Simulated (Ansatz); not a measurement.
# Antiferromagnetic (type II) rock-salt MnS

Level of theory: Hartree–Fock (Ansatz, a quantum-chemistry and plane-wave program, plane waves, PAW).

Settings: plane-wave cutoff 460 eV, 8×8×8 k mesh, Fermi–Dirac smearing 0.01 eV, spin-polarised with opposed moments, scalar-relativistic PAW data made under PBE.

Cell (measured lattice):

```
CELL_PARAMETERS angstrom
      5.22360     2.61180     2.61180
      2.61180     5.22360     2.61180
      2.61180     2.61180     5.22360
ATOMIC_POSITIONS crystal
  Mn 0.00000 0.00000 0.00000
  Mn 0.50000 0.50000 0.50000
  S  0.25000 0.25000 0.25000
  S  0.75000 0.75000 0.75000
```
Starting moments (μB, in the order of the record's atoms Mn Mn S S): 5.0 -5.0 0.0 0.0.

| Quantity | Result |
|---|---|
| band gap | 10.32 eV (on the SCF k mesh) (indirect) |
| smallest direct gap on the k points sampled | 11.02 eV |
| direct gap at Γ | 11.94 eV |
| magnetic moment (largest site, within a sphere) | 4.68 μB |

Note: cell and atoms aren't relaxed at this level (pressure 13.3 GPa).

Moments are spin moments.

Computed values are for the static lattice.

Cost on a shared machine: roughly 20 core-minutes.
